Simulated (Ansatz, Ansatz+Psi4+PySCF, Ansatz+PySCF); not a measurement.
```tsv
atom	x (Å)	y (Å)	z (Å)
C	0.6595	0.0000	-0.0565
H	1.1169	-0.9405	0.1278
H	1.1169	0.9405	0.1278
F	-0.6816	0.0000	0.0117
```

Basis set: cc-pVTZ (spherical functions). Left uncorrelated: 2 orbitals. Correlation on ROHF uses semicanonical orbitals with singles. Charge 0, multiplicity 2.

Computed with Ansatz (development build ahead of 0.2.0); each method stands on the lowest determinant of its kind that the runs found.

Q: Give the atomization energy at this shape (free ground-state atoms in the same class of orbitals less the molecule, no zero-point energy) of doublet CH₂F by ROHF-CCSD(T), ROHF-MP2.

A:

```json
{"method": "ROHF-CCSD(T)", "atomization energy": "13.23 eV"}
{"method": "ROHF-MP2", "atomization energy": "13.48 eV"}
```
